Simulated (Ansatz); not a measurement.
Basis-set extrapolation for C3H8O2, SMILES `COCOC` (PBE0-D4/def2-TZVP geometry, frozen core, the Gaussian-basis code of Ansatz). Multiplicity 1, RHF reference.

|  | def2-TZVPP | def2-QZVPP |
| --- | --- | --- |
| HF | -268.065929 | -268.078811 |
| MP2 correlation | -0.997318 | -1.068735 |
| CCSD(T) correlation | -1.075557 | not run |

Energies in hartree. Use E(X) = E(∞) + A·exp(−7.88·√X) for Hartree–Fock and E(X) = E(∞) + B·X^(−2.97) for correlation, with X = 3 and 4, and add CCSD(T) minus MP2 of the smaller set to the MP2 limit.

What is the CCSD(T) energy at the basis-set limit?

HF limit: -268.078811 + (-0.012882) × 0.13774 = -268.08059. MP2 limit: -1.068735 + (-0.071417) × 0.74074 = -1.12164. Higher-order term: -1.075557 − (-0.997318) = -0.07824. Total: -269.28047 hartree, 364.9 kJ/mol below CCSD(T)/def2-TZVPP.
